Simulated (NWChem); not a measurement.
**UB3LYP/MIDI! run of C2H3O (SMILES C=C[O]), part 1 of 2**

Aim: the vertical ionisation energy of C2H3O at UB3LYP/MIDI!, from 2 runs. 

The calculation is run with NWChem 7.3.0.

## (1) The molecule

C2H3O has 6 atoms, charge 0, and is taken as a doublet. As SMILES, `C=C[O]`. The coordinates come from a PBE0-D4/def2-TZVP relaxation.

Bond lengths: C1–C2 1.420 Å, C2–O3 1.226 Å, C1–H4 1.083 Å, C1–H5 1.083 Å, C2–H6 1.106 Å. Angles: C1–C2–O3 123.0°, C1–C2–H6 116.8°, O3–C2–H6 120.2°, C2–C1–H4 119.3°, C2–C1–H5 121.1°, H4–C1–H5 119.6°.

## (2) A single-point energy at UB3LYP/MIDI!

Input file m1.nw:

```
start m1
title "C2H3O"
memory total 2200 mb

geometry units bohr noautosym nocenter noautoz
C  -1.01213731  0.10544672 -0.90895827
C   1.00382252 -0.10525775  0.85037676
O   1.86119126 -2.14068175  1.55146515
H  -1.84796318 -1.59644063 -1.68147831
H  -1.72456406  1.93507955 -1.48834830
H   1.79920824  1.68110036  1.58944864
end

basis spherical bse
* library "MIDI!"
end

dft
xc b3lyp
mult 2
grid fine
convergence energy 1e-08
maxiter 100
mulliken
print low
end

task dft energy
```

Started as:

```bash
$ nwchem m1.nw > m1.out
```

What it wrote:

```text
Northwest Computational Chemistry Package (NWChem) 7.3.0
             --------------------------------------------------------

           Job information
           ---------------

    nwchem branch   = 7.3.0
    use scalapack   = T
    input           = m1.nw
    prefix          = m1.
    data base       = ./m1.db
    status          = startup
    nproc           =        1

           Memory information
           ------------------

    heap     =     72089600 doubles =      550.0 Mbytes
    stack    =     72089597 doubles =      550.0 Mbytes
    global   =    144179200 doubles =     1100.0 Mbytes (distinct from heap & stack)
    total    =    288358397 doubles =     2200.0 Mbytes
    verify   = yes
    hardfail = no

           Directory information
           ---------------------

  0 permanent = .
  0 scratch   = .

                                NWChem Input Module
                                -------------------

                                       C2H3O
                                       -----

                             Geometry "geometry" -> ""
                             -------------------------

 Output coordinates in a.u. (scale by  1.000000000 to convert to a.u.)

  No.       Tag          Charge          X              Y              Z
 ---- ---------------- ---------- -------------- -------------- --------------
    1 C                    6.0000    -1.01213731     0.10544672    -0.90895827
    2 C                    6.0000     1.00382252    -0.10525775     0.85037676
    3 O                    8.0000     1.86119126    -2.14068175     1.55146515
    4 H                    1.0000    -1.84796318    -1.59644063    -1.68147831
    5 H                    1.0000    -1.72456406     1.93507955    -1.48834830
    6 H                    1.0000     1.79920824     1.68110036     1.58944864

      Atomic Mass
      -----------

      C                 12.000000
      O                 15.994910
      H                  1.007825

 Effective nuclear repulsion energy (a.u.)      63.8185652056

            Nuclear Dipole moment (a.u.)
            ----------------------------
        X                 Y               Z
 ---------------- ---------------- ----------------
    13.0663223400   -15.1045809000    10.4798541700

            XYZ format geometry
            -------------------
     6
 geometry
 C                    -0.53560004     0.05580001    -0.48100004
 C                     0.53120004    -0.05570001     0.45000003
 O                     0.98490007    -1.13280008     0.82100006
 H                    -0.97790007    -0.84480006    -0.88980007
 H                    -0.91260006     1.02400007    -0.78760006
 H                     0.95210007     0.88960006     0.84110006

 ==============================================================================
                                internuclear distances
 ------------------------------------------------------------------------------
       center one      |      center two      | atomic units |       a.u.
 ------------------------------------------------------------------------------
    2 C                |   1 C                |     2.68398  |     2.68398
    3 O                |   2 C                |     2.31723  |     2.31723
    4 H                |   1 C                |     2.04739  |     2.04739
    5 H                |   1 C                |     2.04714  |     2.04714
    6 H                |   2 C                |     2.09044  |     2.09044
 ------------------------------------------------------------------------------
                         number of included internuclear distances:          5
 ==============================================================================

 ==============================================================================
                                 internuclear angles
 ------------------------------------------------------------------------------
        center 1       |       center 2       |       center 3       |  degrees
 ------------------------------------------------------------------------------
    2 C                |   1 C                |   4 H                |   119.26
    2 C                |   1 C                |   5 H                |   121.14
    4 H                |   1 C                |   5 H                |   119.61
    1 C                |   2 C                |   3 O                |   123.04
    1 C                |   2 C                |   6 H                |   116.77
    3 O                |   2 C                |   6 H                |   120.19
 ------------------------------------------------------------------------------
                            number of included internuclear angles:          6
 ==============================================================================

 Summary of "ao basis" -> "" (spherical)
 ------------------------------------------------------------------------------
       Tag                 Description            Shells   Functions and Types
 ---------------- ------------------------------  ------  ---------------------
 *                           MIDI!                    on all atoms

                                 NWChem DFT Module
                                 -----------------

                                       C2H3O

                      Basis "ao basis" -> "ao basis" (spherical)
                      -----
  [basis functions not shown]

 Summary of "ao basis" -> "ao basis" (spherical)
 ------------------------------------------------------------------------------
       Tag                 Description            Shells   Functions and Types
 ---------------- ------------------------------  ------  ---------------------
 C                           MIDI!                   5        9   3s2p
 O                           MIDI!                   6       14   3s2p1d
 H                           MIDI!                   2        2   2s

  Caching 1-el integrals
   Time after variat. SCF:      0.0

     ---------------------------------------------
      Total Density - Mulliken Population Analysis
     ---------------------------------------------

    Atom       Charge   Shell Charges
 -----------   ------   -------------------------------------------------------
    1 C    6     6.20   1.99  0.92  0.44  1.27  1.58
    2 C    6     5.40   1.99  0.84  0.32  1.17  1.08
    3 O    8     8.94   1.99  1.02  0.90  2.19  2.81  0.03
    4 H    1     0.80   0.51  0.28
    5 H    1     0.79   0.51  0.28
    6 H    1     0.86   0.53  0.32

     --------------------------------------------
      Spin Density - Mulliken Population Analysis
     --------------------------------------------

    Atom       Charge   Shell Charges
 -----------   ------   -------------------------------------------------------
    1 C    6     0.68   0.00  0.00  0.00  0.25  0.43
    2 C    6     0.15   0.00  0.00  0.00  0.05  0.09
    3 O    8     0.17   0.00  0.00 -0.00  0.08  0.09 -0.00
    4 H    1     0.00   0.00  0.00
    5 H    1     0.00   0.00  0.00
    6 H    1     0.00   0.00  0.00
   Time prior to 1st pass:      0.0

           Memory utilization after 1st SCF pass:
           Heap Space remaining (MW):       37.50            37500744
          Stack Space remaining (MW):       72.09            72089068

   convergence    iter        energy       DeltaE   RMS-Dens  Diis-err    time
 ---------------- ----- ----------------- --------- --------- ---------  ------
 d= 0,ls=0.0,diis     1   -152.1748162689 -2.16D+02  3.07D-02  1.90D-01     0.3
                                                     3.23D-02  2.08D-01
 d= 0,ls=0.0,diis     2   -151.2945415529  8.80D-01  2.59D-02  2.21D+00     0.6
                                                     3.08D-02  1.66D+00
 d= 0,ls=0.0,diis     3   -152.2725402351 -9.78D-01  5.31D-03  2.74D-02     0.8
                                                     3.84D-03  2.02D-02
 d= 0,ls=0.0,diis     4   -152.2835850779 -1.10D-02  1.42D-03  5.42D-03     1.1
                                                     1.97D-03  6.87D-03
 d= 0,ls=0.0,diis     5   -152.2869790311 -3.39D-03  4.54D-04  3.18D-04     1.3
                                                     4.28D-04  9.62D-05
  Resetting Diis
 d= 0,ls=0.0,diis     6   -152.2871711515 -1.92D-04  2.92D-04  5.73D-05     1.6
                                                     3.58D-04  7.21D-05
 d= 0,ls=0.0,diis     7   -152.2872591200 -8.80D-05  2.18D-04  1.34D-05     1.9
                                                     1.20D-04  4.93D-06
 d= 0,ls=0.0,diis     8   -152.2872626587 -3.54D-06  8.28D-05  1.43D-05     2.1
                                                     9.91D-05  2.27D-05
 d= 0,ls=0.0,diis     9   -152.2872708341 -8.18D-06  4.85D-05  3.08D-06     2.4
                                                     2.26D-05  6.48D-07
 d= 0,ls=0.0,diis    10   -152.2872726652 -1.83D-06  4.56D-05  2.91D-07     2.7
                                                     3.99D-05  4.43D-07
 d= 0,ls=0.0,diis    11   -152.2872735685 -9.03D-07  6.95D-06  5.67D-08     3.0
                                                     4.76D-06  3.63D-08
 d= 0,ls=0.0,diis    12   -152.2872735960 -2.75D-08  2.72D-06  8.50D-09     3.2
                                                     1.80D-06  3.77D-09
 d= 0,ls=0.0,diis    13   -152.2872736000 -4.00D-09  5.19D-07  6.84D-11     3.5
                                                     6.93D-07  3.62D-10

         Total DFT energy =     -152.287273599995
      One electron energy =     -332.624971950348
           Coulomb energy =      136.926745622645
    Exchange-Corr. energy =      -20.407612477893
 Nuclear repulsion energy =       63.818565205601

 Numeric. integr. density =       22.999999941854

     Total iterative time =      3.5s

     ---------------------------------------------
      Total Density - Mulliken Population Analysis
     ---------------------------------------------

    Atom       Charge   Shell Charges
 -----------   ------   -------------------------------------------------------
    1 C    6     6.29   1.99  0.88  0.42  1.47  1.52
    2 C    6     5.72   1.99  0.84  0.28  1.48  1.14
    3 O    8     8.48   1.99  0.99  0.96  2.04  2.46  0.03
    4 H    1     0.82   0.57  0.24
    5 H    1     0.83   0.58  0.25
    6 H    1     0.87   0.59  0.28

     --------------------------------------------
      Spin Density - Mulliken Population Analysis
     --------------------------------------------

    Atom       Charge   Shell Charges
 -----------   ------   -------------------------------------------------------
    1 C    6     0.91   0.00  0.02  0.08  0.34  0.48
    2 C    6    -0.20  -0.00 -0.01 -0.02 -0.07 -0.10
    3 O    8     0.38   0.00  0.01 -0.00  0.19  0.19 -0.00
    4 H    1    -0.05  -0.02 -0.03
    5 H    1    -0.05  -0.02 -0.03
    6 H    1     0.00   0.00  0.00

     -------------------------------------------
      Total Density - Lowdin Population Analysis
     -------------------------------------------

    Atom       Charge   Shell Charges
 -----------   ------   -------------------------------------------------------
    1 C    6     6.17   1.98  0.68  0.42  1.42  1.66
    2 C    6     5.82   1.98  0.61  0.37  1.40  1.46
    3 O    8     8.29   1.99  0.93  0.75  2.03  2.54  0.06
    4 H    1     0.88   0.53  0.35
    5 H    1     0.89   0.54  0.35
    6 H    1     0.95   0.57  0.38

     ------------------------------------------
      Spin Density - Lowdin Population Analysis
     ------------------------------------------

    Atom       Charge   Shell Charges
 -----------   ------   -------------------------------------------------------
    1 C    6     0.80   0.00  0.02  0.01  0.34  0.43
    2 C    6    -0.13  -0.00 -0.01 -0.00 -0.07 -0.05
    3 O    8     0.37   0.00  0.01 -0.00  0.19  0.18 -0.00
    4 H    1    -0.02  -0.01 -0.01
    5 H    1    -0.02  -0.01 -0.01
    6 H    1     0.00   0.00  0.00

     --------------------------
     Expectation value of S2:
     --------------------------
      <S2> =      0.7699 (Exact =     0.7500)

 Task  times  cpu:        3.5s     wall:        3.5s
 Total times  cpu:        3.5s     wall:        3.5s
```

Wall time 4.2 s (1 thread of Intel Xeon 6975P-C (Granite Rapids), shared host); peak memory 0.11 GiB.

(Continued in part 2 of 2.)
